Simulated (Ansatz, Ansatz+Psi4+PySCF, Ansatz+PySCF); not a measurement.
```xyz
8

C     0.0000    0.0000    0.4410
C     0.0000    1.2309   -0.2058
C     0.0000   -1.2309   -0.2058
H     0.0000    0.0000    1.5190
H     0.0000    2.1528    0.3453
H     0.0000   -2.1528    0.3453
H     0.0000    1.2962   -1.2795
H     0.0000   -1.2962   -1.2795
```

Basis set: cc-pVTZ (spherical functions). Correlated methods keep 3 orbitals frozen. Correlation on ROHF uses semicanonical orbitals with singles. Charge 0, multiplicity 2.

Computed with Ansatz (development build ahead of 0.2.0); the reference of a correlated method needn't be the lowest determinant of its kind.

The atomization energy at this shape (free ground-state atoms in the same class of orbitals less the molecule, no zero-point energy) of doublet C₃H₅:

```csv
method,atomization energy
ROHF-CCSD(T),32.43 eV
ROHF-MP2,32.79 eV
UHF-MP2,32.47 eV
ROHF,25.25 eV
```

What does UHF give?

25.52 eV. Caution for ROHF-CCSD(T), ROHF-MP2, ROHF: an unrestricted determinant lies well below. Caution for ROHF-CCSD(T): the determinant is a saddle point. Caution for ROHF-MP2, ROHF: the determinant breaks the point group. Caution for UHF-MP2, UHF: the unrestricted determinant is spin contaminated.
